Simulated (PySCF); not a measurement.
# OH₂: one geometry, many levels of theory and rigid scans

Aim: at the PBE0 minimum of singlet OH₂, found before, compare methods on energies and levels. Rigid scans about the minimum follow.

Program: PySCF 2.14.0. Level of theory: several methods, basis O def2-TZVP, H def2-TZVP, no relativity, density fitting. These are calculated values, not measurements.

## 1. The starting structure

3 atoms, charge 0, spin multiplicity 1.

Bond lengths: O1–H2 0.959 Å, O1–H3 0.959 Å. Angles: H2–O1–H3 105.0°.

```xyz
3
charge 0 multiplicity 1
O     0.0000    0.0000   -0.0653
H     0.7614    0.0000    0.5185
H    -0.7614    0.0000    0.5185
```

## 2. PBE0

The steps are one call of a driver around PySCF; scf.py gives each level's set-up. Each SCF starts from the density of the minimum. The driver also runs the species with one electron less or more at the same geometry (one less: multiplicity 2); their logs are not shown.

Contents of scf.py:

```python
from pyscf import gto, scf, dft
mol = gto.M(atom='''
O      0.000000    -0.000000    -0.065337
H      0.761442    -0.000000     0.518470
H     -0.761442     0.000000     0.518470''',
    basis={'O': 'def2-TZVP', 'H': 'def2-TZVP'},
    charge=0, spin=0)
mf = dft.RKS(mol, xc='PBE0')
mf.grids.atom_grid = (99, 590)
aux = {'O': 'def2-universal-JKFIT', 'H': 'def2-universal-JKFIT'}
mf = mf.density_fit(auxbasis=aux)
mf.kernel()
```

Log:

```text
init E= -76.3773572870891
  HOMO = -0.326839581401856  LUMO = 0.0315031887910351  gap/eV = 9.75100
cycle= 1 E= -76.3773572870893  delta_E= -2.13e-13  |g|= 3.55e-07  |ddm|= 5.39e-07
  HOMO = -0.326839707333988  LUMO = 0.0315031691743854  gap/eV = 9.75101
Extra cycle  E= -76.3773572870894  delta_E= -9.95e-14  |g|= 4.85e-07  |ddm|= 3.46e-07
converged SCF energy = -76.3773572870894
```

This level, with the species of one electron less or more, ran for 1.6 s (4 threads, shared host).

| Property | Result |
| --- | --- |
| energy | -76.377357 Eh |
| one electron less (charge +1) | -75.917083 Eh (doublet, ⟨S²⟩ 0.75) |
| Mulliken charge of O1 | -0.65 e |

## 3. CCSD(T)

Edit scf.py of step 2 so:

```diff
@@ -8,2 +8 @@
-mf = dft.RKS(mol, xc='PBE0')
-mf.grids.atom_grid = (99, 590)
+mf = scf.RHF(mol)
@@ -12,0 +12,3 @@
+from pyscf import cc
+mycc = cc.CCSD(mf, frozen=1).run()
+mycc.ccsd_t()
```

Log, shortened:

```text
[... the frontier levels of the middle cycles are left out ...]
init E= -76.0550497446947
  HOMO = -0.508904405106179  LUMO = 0.126994449831862  gap/eV = 17.30369
cycle= 1 E= -76.0588287487344  delta_E= -0.00378  |g|= 0.0222  |ddm|= 0.0959
  HOMO = -0.510661709903019  LUMO = 0.126946057330485  gap/eV = 17.35019
cycle= 2 E= -76.0589052217322  delta_E= -7.65e-05  |g|= 0.0092  |ddm|= 0.0189
  HOMO = -0.506739017134883  LUMO = 0.127513386589989  gap/eV = 17.25889
cycle= 3 E= -76.0589175918499  delta_E= -1.24e-05  |g|= 0.00307  |ddm|= 0.00428
cycle= 4 E= -76.0589196945703  delta_E= -2.1e-06  |g|= 0.000488  |ddm|= 0.00224
cycle= 5 E= -76.0589198299201  delta_E= -1.35e-07  |g|= 7.25e-05  |ddm|= 0.000633
cycle= 6 E= -76.0589198327473  delta_E= -2.83e-09  |g|= 1.28e-05  |ddm|= 0.000104
cycle= 7 E= -76.0589198328431  delta_E= -9.58e-11  |g|= 1.87e-06  |ddm|= 2.11e-05
  HOMO = -0.507690538865049  LUMO = 0.127553204428771  gap/eV = 17.28586
Extra cycle  E= -76.0589198328447  delta_E= -1.56e-12  |g|= 7.27e-07  |ddm|= 1.85e-06
converged SCF energy = -76.0589198328447
CCSD nocc = 4, nmo = 42
Init t2, MP2 energy = -76.3129157680957  E_corr(MP2) -0.253995935251009
RCCSD converged
E(RCCSD) = -76.31984645738206  E_corr = -0.2609266245373991
RCCSD(T) correction = -0.00697051751793429
```

This level, with the species of one electron less or more, took 8.8 s.

```
energy                                                              : -76.326817 Eh
one electron less (charge +1)                                       : -75.868005 Eh (doublet, ⟨S²⟩ 0.76)
MP2 correlation in its own fitting basis (same spin, opposite spin) : -0.25406 Eh (-0.06226, -0.19180)
CCSD, (T)                                                           : -0.26093, -0.00697 Eh; T1 0.007, D1 0.012
```

## 4. HF

Edit scf.py of step 3 so:

```diff
@@ -12,3 +11,0 @@
-from pyscf import cc
-mycc = cc.CCSD(mf, frozen=1).run()
-mycc.ccsd_t()
```

Log, shortened:

```text
[... the frontier levels of the middle cycles are left out ...]
init E= -76.0550497446947
  HOMO = -0.508904405106179  LUMO = 0.126994449831848  gap/eV = 17.30369
cycle= 1 E= -76.0588287487344  delta_E= -0.00378  |g|= 0.0222  |ddm|= 0.0959
  HOMO = -0.510661709902998  LUMO = 0.126946057330507  gap/eV = 17.35019
cycle= 2 E= -76.0589052217321  delta_E= -7.65e-05  |g|= 0.0092  |ddm|= 0.0189
  HOMO = -0.506739017134883  LUMO = 0.127513386589968  gap/eV = 17.25889
cycle= 3 E= -76.0589175918498  delta_E= -1.24e-05  |g|= 0.00307  |ddm|= 0.00428
cycle= 4 E= -76.0589196945703  delta_E= -2.1e-06  |g|= 0.000488  |ddm|= 0.00224
cycle= 5 E= -76.0589198299201  delta_E= -1.35e-07  |g|= 7.25e-05  |ddm|= 0.000633
cycle= 6 E= -76.0589198327474  delta_E= -2.83e-09  |g|= 1.28e-05  |ddm|= 0.000104
cycle= 7 E= -76.0589198328431  delta_E= -9.57e-11  |g|= 1.87e-06  |ddm|= 2.11e-05
  HOMO = -0.507690538865035  LUMO = 0.127553204428757  gap/eV = 17.28586
Extra cycle  E= -76.0589198328447  delta_E= -1.58e-12  |g|= 7.27e-07  |ddm|= 1.85e-06
converged SCF energy = -76.0589198328447
```

This level, with the species of one electron less or more, took under 0.5 s.

```
energy                        : -76.058920 Eh
one electron less (charge +1) : -75.657186 Eh (doublet, ⟨S²⟩ 0.76)
Mulliken charge of O1         : -0.69 e
```

## 5. PBE

Edit scf.py of step 4 so:

```diff
@@ -8 +8,2 @@
-mf = scf.RHF(mol)
+mf = dft.RKS(mol, xc='PBE')
+mf.grids.atom_grid = (99, 590)
```

Log:

```text
init E= -76.3757629351779
  HOMO = -0.251032558276428  LUMO = 0.000744346285443953  gap/eV = 6.85120
cycle= 1 E= -76.3765123718815  delta_E= -0.000749  |g|= 0.0145  |ddm|= 0.0752
  HOMO = -0.260841870451038  LUMO = -0.00196058526115905  gap/eV = 7.04452
cycle= 2 E= -76.3764029595263  delta_E= 0.000109  |g|= 0.0306  |ddm|= 0.0266
  HOMO = -0.256912671341205  LUMO = -0.0012011612815428  gap/eV = 6.95826
cycle= 3 E= -76.3765609454821  delta_E= -0.000158  |g|= 0.00242  |ddm|= 0.0134
  HOMO = -0.256396272630553  LUMO = -0.00108199551802102  gap/eV = 6.94746
cycle= 4 E= -76.3765621232172  delta_E= -1.18e-06  |g|= 0.000104  |ddm|= 0.00153
  HOMO = -0.256369726658086  LUMO = -0.00106652238859084  gap/eV = 6.94715
cycle= 5 E= -76.3765621252016  delta_E= -1.98e-09  |g|= 2.06e-05  |ddm|= 6.07e-05
  HOMO = -0.256370345654005  LUMO = -0.00106789129309703  gap/eV = 6.94713
cycle= 6 E= -76.3765621252714  delta_E= -6.98e-11  |g|= 6.56e-07  |ddm|= 8.27e-06
  HOMO = -0.256370448430907  LUMO = -0.00106803439013703  gap/eV = 6.94713
Extra cycle  E= -76.3765621252713  delta_E= 1.28e-13  |g|= 3.34e-07  |ddm|= 7.21e-07
converged SCF energy = -76.3765621252713
```

This level, with the species of one electron less or more, took 2.8 s.

```
energy                        : -76.376562 Eh
one electron less (charge +1) : -75.910184 Eh (doublet, ⟨S²⟩ 0.75)
Mulliken charge of O1         : -0.62 e
```

## 6. r2SCAN

Edit scf.py of step 5 so:

```diff
@@ -8 +8 @@
-mf = dft.RKS(mol, xc='PBE')
+mf = dft.RKS(mol, xc='R2SCAN')
```

Log:

```text
init E= -76.4194368446609
  HOMO = -0.273185001147098  LUMO = 0.0348497538801666  gap/eV = 8.38205
cycle= 1 E= -76.4195819986695  delta_E= -0.000145  |g|= 0.00756  |ddm|= 0.0364
  HOMO = -0.27060797213926  LUMO = 0.0355098903977407  gap/eV = 8.32989
cycle= 2 E= -76.4195675232537  delta_E= 1.45e-05  |g|= 0.0119  |ddm|= 0.00849
  HOMO = -0.272456385603796  LUMO = 0.0350849112148026  gap/eV = 8.36862
cycle= 3 E= -76.4195904885372  delta_E= -2.3e-05  |g|= 0.000461  |ddm|= 0.00552
  HOMO = -0.272359825717921  LUMO = 0.0351417739503503  gap/eV = 8.36754
cycle= 4 E= -76.4195905248948  delta_E= -3.64e-08  |g|= 3.42e-05  |ddm|= 0.000205
  HOMO = -0.272360841471716  LUMO = 0.035142322242649  gap/eV = 8.36759
cycle= 5 E= -76.4195905250728  delta_E= -1.78e-10  |g|= 8.26e-06  |ddm|= 1.8e-05
  HOMO = -0.272362442235128  LUMO = 0.0351431613383753  gap/eV = 8.36765
Extra cycle  E= -76.4195905250669  delta_E= 5.91e-12  |g|= 1.05e-05  |ddm|= 9.5e-06
converged SCF energy = -76.4195905250669
```

This level, with the species of one electron less or more, ran for 4 s (4 threads, shared host).

- energy: -76.419591 Eh
- one electron less (charge +1): -75.960761 Eh (doublet, ⟨S²⟩ 0.75)
- Mulliken charge of O1: -0.64 e

## 7. B3LYP

Edit scf.py of step 6 so:

```diff
@@ -8 +8 @@
-mf = dft.RKS(mol, xc='R2SCAN')
+mf = dft.RKS(mol, xc='B3LYP')
```

Log:

```text
init E= -76.4624152642717
  HOMO = -0.315848611558181  LUMO = 0.0152020560259061  gap/eV = 9.00835
cycle= 1 E= -76.4629649109003  delta_E= -0.00055  |g|= 0.0175  |ddm|= 0.0582
  HOMO = -0.313204241361497  LUMO = 0.0148015771856294  gap/eV = 8.92549
cycle= 2 E= -76.4629140956532  delta_E= 5.08e-05  |g|= 0.0237  |ddm|= 0.0162
  HOMO = -0.317172593872691  LUMO = 0.0141585604984797  gap/eV = 9.01598
cycle= 3 E= -76.4630030222404  delta_E= -8.89e-05  |g|= 0.00203  |ddm|= 0.0114
  HOMO = -0.316722489552866  LUMO = 0.0142693660720496  gap/eV = 9.00675
cycle= 4 E= -76.4630037378978  delta_E= -7.16e-07  |g|= 6.88e-05  |ddm|= 0.000988
  HOMO = -0.31671798500043  LUMO = 0.0142653938033988  gap/eV = 9.00652
cycle= 5 E= -76.46300373869  delta_E= -7.92e-10  |g|= 8.95e-06  |ddm|= 3.63e-05
  HOMO = -0.316717556716462  LUMO = 0.0142664513207365  gap/eV = 9.00653
Extra cycle  E= -76.4630037386991  delta_E= -9.04e-12  |g|= 4.66e-06  |ddm|= 4.97e-06
converged SCF energy = -76.4630037386991
```

This level, with the species of one electron less or more, took 2.4 s.

- energy: -76.463004 Eh
- one electron less (charge +1): -75.995863 Eh (doublet, ⟨S²⟩ 0.75)
- Mulliken charge of O1: -0.63 e

## 8. TPSSh

Edit scf.py of step 7 so:

```diff
@@ -8 +8 @@
-mf = dft.RKS(mol, xc='B3LYP')
+mf = dft.RKS(mol, xc='TPSSH')
```

Log:

```text
init E= -76.4554824891103
  HOMO = -0.288492167593454  LUMO = 0.0198296162788267  gap/eV = 8.38986
cycle= 1 E= -76.455692945379  delta_E= -0.00021  |g|= 0.00716  |ddm|= 0.0323
  HOMO = -0.287471262698666  LUMO = 0.0199206855108258  gap/eV = 8.36456
cycle= 2 E= -76.4556873264127  delta_E= 5.62e-06  |g|= 0.00826  |ddm|= 0.00607
  HOMO = -0.288975779222675  LUMO = 0.0196670098155352  gap/eV = 8.39860
cycle= 3 E= -76.4556977725085  delta_E= -1.04e-05  |g|= 0.00166  |ddm|= 0.00445
  HOMO = -0.288656564253422  LUMO = 0.0197275325972655  gap/eV = 8.39156
cycle= 4 E= -76.4556982483411  delta_E= -4.76e-07  |g|= 5.24e-05  |ddm|= 0.00083
  HOMO = -0.288663574579893  LUMO = 0.0197235103098166  gap/eV = 8.39164
cycle= 5 E= -76.4556982487369  delta_E= -3.96e-10  |g|= 1.29e-05  |ddm|= 2.48e-05
  HOMO = -0.288666995055387  LUMO = 0.0197238138785778  gap/eV = 8.39174
Extra cycle  E= -76.4556982487212  delta_E= 1.57e-11  |g|= 1.65e-05  |ddm|= 1.32e-05
converged SCF energy = -76.4556982487212
```

This level, with the species of one electron less or more, took 4.1 s.

- energy: -76.455698 Eh
- one electron less (charge +1): -75.998274 Eh (doublet, ⟨S²⟩ 0.75)
- Mulliken charge of O1: -0.64 e

## 9. MP2

Edit scf.py of step 8 so:

```diff
@@ -8,2 +8 @@
-mf = dft.RKS(mol, xc='TPSSH')
-mf.grids.atom_grid = (99, 590)
+mf = scf.RHF(mol)
@@ -12,0 +12,2 @@
+from pyscf.mp import dfmp2
+dfmp2.DFMP2(mf, frozen=1).kernel()  # the driver gives MP2 a fitting basis of its own (RI)
```

Log, shortened:

```text
[... the frontier levels of the middle cycles are left out ...]
init E= -76.0550497446947
  HOMO = -0.508904405106179  LUMO = 0.126994449831869  gap/eV = 17.30369
cycle= 1 E= -76.0588287487344  delta_E= -0.00378  |g|= 0.0222  |ddm|= 0.0959
  HOMO = -0.510661709902998  LUMO = 0.126946057330507  gap/eV = 17.35019
cycle= 2 E= -76.0589052217321  delta_E= -7.65e-05  |g|= 0.0092  |ddm|= 0.0189
  HOMO = -0.50673901713489  LUMO = 0.127513386589975  gap/eV = 17.25889
cycle= 3 E= -76.0589175918499  delta_E= -1.24e-05  |g|= 0.00307  |ddm|= 0.00428
cycle= 4 E= -76.0589196945705  delta_E= -2.1e-06  |g|= 0.000488  |ddm|= 0.00224
cycle= 5 E= -76.0589198299199  delta_E= -1.35e-07  |g|= 7.25e-05  |ddm|= 0.000633
cycle= 6 E= -76.0589198327474  delta_E= -2.83e-09  |g|= 1.28e-05  |ddm|= 0.000104
cycle= 7 E= -76.0589198328432  delta_E= -9.58e-11  |g|= 1.87e-06  |ddm|= 2.11e-05
  HOMO = -0.507690538865042  LUMO = 0.127553204428757  gap/eV = 17.28586
Extra cycle  E= -76.0589198328447  delta_E= -1.48e-12  |g|= 7.27e-07  |ddm|= 1.85e-06
converged SCF energy = -76.0589198328447
```

This level, with the species of one electron less or more, took under 0.5 s.

```
energy                                                              : -76.312979 Eh
one electron less (charge +1)                                       : -75.847296 Eh (doublet, ⟨S²⟩ 0.76)
MP2 correlation in its own fitting basis (same spin, opposite spin) : -0.25406 Eh (-0.06226, -0.19180)
```

## 10. LC-wPBE

Edit scf.py of step 9 so:

```diff
@@ -8 +8,2 @@
-mf = scf.RHF(mol)
+mf = dft.RKS(mol, xc='LC_WPBE')
+mf.grids.atom_grid = (99, 590)
@@ -12,2 +12,0 @@
-from pyscf.mp import dfmp2
-dfmp2.DFMP2(mf, frozen=1).kernel()  # the driver gives MP2 a fitting basis of its own (RI)
```

Log, shortened:

```text
[... the frontier levels of the middle cycles are left out ...]
init E= -76.4194790577489
  HOMO = -0.438318605421067  LUMO = 0.109250891253495  gap/eV = 14.90012
cycle= 1 E= -76.4202710124516  delta_E= -0.000792  |g|= 0.0148  |ddm|= 0.0467
  HOMO = -0.434775420211579  LUMO = 0.109715606269241  gap/eV = 14.81636
cycle= 2 E= -76.4203053311527  delta_E= -3.43e-05  |g|= 0.0123  |ddm|= 0.0133
  HOMO = -0.43792615640173  LUMO = 0.109282001775007  gap/eV = 14.89029
cycle= 3 E= -76.4203291767611  delta_E= -2.38e-05  |g|= 0.00216  |ddm|= 0.00577
cycle= 4 E= -76.420331029992  delta_E= -1.85e-06  |g|= 0.000253  |ddm|= 0.00277
cycle= 5 E= -76.420331109877  delta_E= -7.99e-08  |g|= 4.36e-05  |ddm|= 0.000679
cycle= 6 E= -76.4203311111157  delta_E= -1.24e-09  |g|= 7.07e-06  |ddm|= 0.000106
cycle= 7 E= -76.4203311111338  delta_E= -1.81e-11  |g|= 7.24e-07  |ddm|= 1.1e-05
  HOMO = -0.437578162074274  LUMO = 0.109306975001068  gap/eV = 14.88150
Extra cycle  E= -76.420331111134  delta_E= -2.13e-13  |g|= 2.4e-07  |ddm|= 1.23e-06
converged SCF energy = -76.420331111134
```

This level, with the species of one electron less or more, ran for 3.5 s (4 threads, shared host).

| Quantity | Value |
| --- | --- |
| energy | -76.420331 Eh |
| one electron less (charge +1) | -75.952958 Eh (doublet, ⟨S²⟩ 0.75) |
| Mulliken charge of O1 | -0.63 e |

## 11. PBEsol

Edit scf.py of step 10 so:

```diff
@@ -8 +8 @@
-mf = dft.RKS(mol, xc='LC_WPBE')
+mf = dft.RKS(mol, xc='PBEsol')
```

Log:

```text
init E= -76.1157098833762
  HOMO = -0.247315466045251  LUMO = 0.00701428736922338  gap/eV = 6.92067
cycle= 1 E= -76.1165894964099  delta_E= -0.00088  |g|= 0.032  |ddm|= 0.075
  HOMO = -0.263711612055438  LUMO = 0.00239526060445883  gap/eV = 7.24114
cycle= 2 E= -76.1161603006914  delta_E= 0.000429  |g|= 0.0603  |ddm|= 0.0455
  HOMO = -0.255384188103434  LUMO = 0.00413555982405001  gap/eV = 7.06189
cycle= 3 E= -76.1167581709568  delta_E= -0.000598  |g|= 0.000524  |ddm|= 0.0278
  HOMO = -0.255104266801595  LUMO = 0.00433278323249198  gap/eV = 7.05964
cycle= 4 E= -76.1167582282542  delta_E= -5.73e-08  |g|= 0.000195  |ddm|= 0.000516
  HOMO = -0.255133727307005  LUMO = 0.00430693506462632  gap/eV = 7.05974
cycle= 5 E= -76.1167582355113  delta_E= -7.26e-09  |g|= 3.46e-05  |ddm|= 9.67e-05
  HOMO = -0.255139613303164  LUMO = 0.00430501290576046  gap/eV = 7.05985
cycle= 6 E= -76.1167582357139  delta_E= -2.03e-10  |g|= 2.78e-06  |ddm|= 1.82e-05
  HOMO = -0.25514087463052  LUMO = 0.00430476878880626  gap/eV = 7.05988
Extra cycle  E= -76.1167582357102  delta_E= 3.74e-12  |g|= 5.55e-06  |ddm|= 4.1e-06
converged SCF energy = -76.1167582357102
```

This level, with the species of one electron less or more, took 2.3 s.

| Quantity | Value |
| --- | --- |
| energy | -76.116758 Eh |
| one electron less (charge +1) | -75.649652 Eh (doublet, ⟨S²⟩ 0.75) |
| Mulliken charge of O1 | -0.64 e |

## 12. Comparison of the levels

| level | atomisation energy (kJ/mol) | vertical ionisation energy (eV) | −ε(HOMO) (eV) | gap (eV) | dipole (D) | wall time |
| --- | --- | --- | --- | --- | --- | --- |
| PBE0 | 936 | 12.52 | 8.89 | 9.75 | 2.07 | 1.6 s |
| CCSD(T) | 919 | 12.48 | – | – | – | 8.8 s |
| HF | 640 | 10.93 | 13.81 | 17.29 | 2.15 | under 0.5 s |
| PBE | 965 | 12.69 | 6.98 | 6.95 | 2.02 | 2.8 s |
| r2SCAN | 948 | 12.49 | 7.41 | 8.37 | 2.06 | 4 s |
| B3LYP | 951 | 12.71 | 8.62 | 9.01 | 2.07 | 2.4 s |
| TPSSh | 936 | 12.45 | 7.86 | 8.39 | 2.04 | 4.1 s |
| MP2 | 935 | 12.67 | – | – | – | under 0.5 s |
| LC-wPBE | 943 | 12.72 | 11.91 | 14.88 | 2.11 | 3.5 s |
| PBEsol | 1011 | 12.71 | 6.94 | 7.06 | 2.05 | 2.3 s |

Times are for 4 threads, shared host; PBE0 starts from its own converged density, so its time is not comparable. A dash stands where a species or a free atom was not run at that level, or the quantity is not defined.

Atomisation goes to high-spin atoms in their ground configurations, run at the same level, without zero-point energy.

## 13. Breathing scan

A rigid scan with PBE0: all bonds to the central atom are scaled together. Each point starts from its neighbour's orbitals, and energies count from the minimum.

| scale of all bonds to the centre | energy (kJ/mol) | dipole size (D) |
| --- | --- | --- |
| 0.88 | 88.9 | 1.99 |
| 0.92 | 36.0 | 2.02 |
| 0.96 | 8.2 | 2.04 |
| 1.00 | 0.0 | 2.07 |
| 1.04 | 6.9 | 2.09 |
| 1.08 | 25.2 | 2.10 |
| 1.14 | 68.4 | 2.12 |
| 1.22 | 144.7 | 2.13 |
| 1.35 | 289.5 | 2.14 |

The scan took 3.5 s.

## 14. Stretching one bond

A rigid scan with PBE0: the bond from O to the last atom (H) is scaled and the rest held.

| scale of one bond | energy (kJ/mol) | dipole size (D) |
| --- | --- | --- |
| 0.92 | 18.1 | 2.05 |
| 0.96 | 4.1 | 2.06 |
| 1.00 | 0.0 | 2.07 |
| 1.05 | 5.3 | 2.08 |
| 1.12 | 26.5 | 2.10 |
| 1.20 | 63.2 | 2.12 |
| 1.35 | 148.0 | 2.14 |
| 1.55 | 265.3 | 2.17 |
| 1.80 | 394.4 | 2.18 |
| 2.20 | 548.1 | 2.20 |

The scan ran for 4.4 s (4 threads, shared host).

A restricted determinant lies too high at long bonds, where the pair should uncouple.

## 15. Bending curve

A rigid scan with PBE0: the H–O–H angle changes, with bonds held.

| bond angle (°) | energy (kJ/mol) | dipole size (D) |
| --- | --- | --- |
| 80 | 44.7 | 2.38 |
| 90 | 15.4 | 2.27 |
| 100 | 1.7 | 2.14 |
| 110 | 1.5 | 1.99 |
| 120 | 12.7 | 1.80 |
| 130 | 32.5 | 1.59 |
| 140 | 57.5 | 1.34 |
| 150 | 83.8 | 1.06 |
| 160 | 106.9 | 0.74 |
| 170 | 122.7 | 0.38 |
| 180 | 128.4 | 0.00 |

The scan took 5.5 s.

## 16. Bend–stretch map

A rigid scan with PBE0: rows scale both bonds, columns set the H–O–H angle.

Energy (kJ/mol):

| scale \ angle | 90 | 105 | 120 | 135 | 150 | 165 | 180 |
| --- | --- | --- | --- | --- | --- | --- | --- |
| 0.94 | 40.5 | 19.3 | 27.5 | 55.5 | 90.9 | 120.0 | 131.3 |
| 0.97 | 22.7 | 4.5 | 15.0 | 45.0 | 82.3 | 112.9 | 124.8 |
| 1.00 | 15.4 | 0.0 | 12.7 | 44.6 | 83.8 | 115.9 | 128.4 |
| 1.03 | 16.7 | 3.9 | 18.6 | 52.4 | 93.4 | 127.2 | 140.3 |
| 1.06 | 25.1 | 14.8 | 31.3 | 66.8 | 109.6 | 145.1 | 159.0 |
| 1.10 | 45.2 | 37.8 | 56.6 | 94.1 | 139.3 | 177.1 | 192.1 |

The map took 22 s.

Best bond scale on the grid: 1.00 at 90°, 1.00 at 105°, 1.00 at 120°, 1.00 at 135°, 0.97 at 150°, 0.97 at 165°, 0.97 at 180°.

## 17. Map over both bonds

A rigid scan with PBE0: rows scale the first bond (O–H), columns the second (O–H).

Energy (kJ/mol):

| scale \ scale | 0.94 | 0.97 | 1.00 | 1.04 | 1.09 | 1.15 |
| --- | --- | --- | --- | --- | --- | --- |
| 0.94 | 19.3 | 11.9 | 9.7 | 13.3 | 25.9 | 49.3 |
| 0.97 | 11.9 | 4.5 | 2.3 | 5.8 | 18.3 | 41.6 |
| 1.00 | 9.7 | 2.3 | 0.0 | 3.5 | 15.9 | 39.1 |
| 1.04 | 13.3 | 5.8 | 3.5 | 6.9 | 19.1 | 42.3 |
| 1.09 | 25.9 | 18.3 | 15.9 | 19.1 | 31.3 | 54.2 |
| 1.15 | 49.3 | 41.6 | 39.1 | 42.3 | 54.2 | 77.0 |

The map took 17 s.

## 18. Outcome

| quantity | value |
| --- | --- |
| atomisation energy, CCSD(T) in this basis | 919 kJ/mol |
| vertical ionisation energy, CCSD(T) | 12.48 eV |
| orbital gap, range | 6.95 (PBE) to 17.29 (HF) eV |
| T1, D1 | 0.007, 0.012 |
| T1, D1 of the cation | 0.007, 0.012 |
| all bonds 4 % longer | 6.9 kJ/mol |
| one bond 20 % longer | 63.2 kJ/mol |
| linear shape, bonds held | 128.4 kJ/mol |

In words: In atomisation energy the functionals lie from +17 kJ/mol (TPSSh) to +92 kJ/mol (PBEsol) against CCSD(T). In a basis of this size CCSD(T) binds too weakly, often by tens of kJ/mol, while functionals are nearer their limits, so this ranks no functional. HF lacks the correlation that pairing electrons in bonds brings, so it binds too weakly, by 280 kJ/mol even against this CCSD(T). For the vertical ionisation energy, r2SCAN comes nearest to CCSD(T) (+0.00 eV) and HF is farthest (-1.55 eV). CCSD(T) took 8.8 s, about 2.2 times as long as r2SCAN (4 s), which misses it by 0.00 eV. PBE's −ε(HOMO), 7.0 eV, falls 5.5 eV short of the ionisation energy, while its energy difference gives 12.7 eV. The well is lopsided, 8.2 kJ/mol for 4 % shorter bonds against 6.9 for 4 % longer ones. Held rigid otherwise, the linear shape costs 128 kJ/mol.
